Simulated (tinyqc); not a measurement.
Inside a calculation. Method: Hueckel theory of the pi electrons with the omega technique, for the molecule C1=CC=C1 (SMILES; centres numbered as the heavy atoms are written). Computed by tinyqc, a small Python program that keeps every step. Settings: charge = 0, omega = 0.6, damping = 0. Command: `OMP_NUM_THREADS=1 python tinyqc.py 20702 20703 out.jsonl` (the two numbers bound the seeds that draw the settings). One thread of a shared host (Intel(R) Xeon(R) Processor @ 2.60GHz), about 0.01 s of CPU time with the checks.

## The Hueckel matrix

Centres:
```
centre  z_r, pi electrons of the neutral centre         h
1C                                            1  0.000000
2C                                            1  0.000000
3C                                            1  0.000000
4C                                            1  0.000000
```

Bonds:
```
i  j  k
1  2  1
2  3  1
3  4  1
4  1  1
```

H_rr = alpha + h_r beta, H_rs = k_rs beta for bonded centres.

Hueckel matrix in units of beta (H = alpha + beta A), order 1C, 2C, 3C, 4C:
$$\begin{pmatrix}
0.000000 & 1.000000 & 0.000000 & 1.000000 \\
1.000000 & 0.000000 & 1.000000 & 0.000000 \\
0.000000 & 1.000000 & 0.000000 & 1.000000 \\
1.000000 & 0.000000 & 1.000000 & 0.000000
\end{pmatrix}$$

## Orbitals, round 1

pi electrons, sum of z_r less the charge = 4

Diagonalise; E = alpha + x beta with beta < 0, so the largest x are filled first; degenerate levels share their electrons. P = sum n_i c_ri c_si; each orbital has its largest coefficient positive (the first on a tie).

x values: [2.000000, 0.000000, 0.000000, -2.000000]

occupations: [2.000000, 1.000000, 1.000000, 0.000000]

coefficients, order 1C, 2C, 3C, 4C:
$$\begin{pmatrix}
0.500000 & 0.705067 & 0.053675 & 0.500000 \\
0.500000 & -0.053675 & 0.705067 & -0.500000 \\
0.500000 & -0.705067 & -0.053675 & 0.500000 \\
0.500000 & 0.053675 & -0.705067 & -0.500000
\end{pmatrix}$$

charge and bond-order matrix P, order 1C, 2C, 3C, 4C:
$$\begin{pmatrix}
1.000000 & 0.500000 & 0.000000 & 0.500000 \\
0.500000 & 1.000000 & 0.500000 & 0.000000 \\
0.000000 & 0.500000 & 1.000000 & 0.500000 \\
0.500000 & 0.000000 & 0.500000 & 1.000000
\end{pmatrix}$$

Within a degenerate level the vectors are fixed only up to a rotation; this is one choice.

## Omega technique, round 1

h_r = h_r(0) + omega q_r, omega = 0.6, with q_r = z_r - P_rr.

matrix after round 1, order 1C, 2C, 3C, 4C:
$$\begin{pmatrix}
0.000000 & 1.000000 & 0.000000 & 1.000000 \\
1.000000 & 0.000000 & 1.000000 & 0.000000 \\
0.000000 & 1.000000 & 0.000000 & 1.000000 \\
1.000000 & 0.000000 & 1.000000 & 0.000000
\end{pmatrix}$$

## Convergence

Each round sets h_r = h_r(0) + omega (z_r - P_rr), keeping the share named as damping of the old diagonal; repeat until output and input diagonals agree to 1e-6.

Rounds:
```
round   sum n x  largest |h(out) - h(in)|
1      4.000000                  5.33e-16
```

Converged in 1 rounds.

## Energy, charges, bond orders

E = sum n x; q_r = z_r - P_rr; bond order p = P_rs; free valence = sqrt(3) - sum of p over the bonds of the atom.

pi energy = 4 alpha + this times beta = 4.000000

pi charges: 1C 0.000000, 2C 0.000000, 3C 0.000000, 4C 0.000000

Bond orders and lengths from R = 1.517 - 0.180 p (angstrom, C-C alone):
```
bond         p         R
1-2   0.500000  1.427000
2-3   0.500000  1.427000
3-4   0.500000  1.427000
4-1   0.500000  1.427000
```

free valence of the carbons: 1C 0.732051, 2C 0.732051, 3C 0.732051, 4C 0.732051

gap between the highest filled and the next level = 2.000000 |beta|
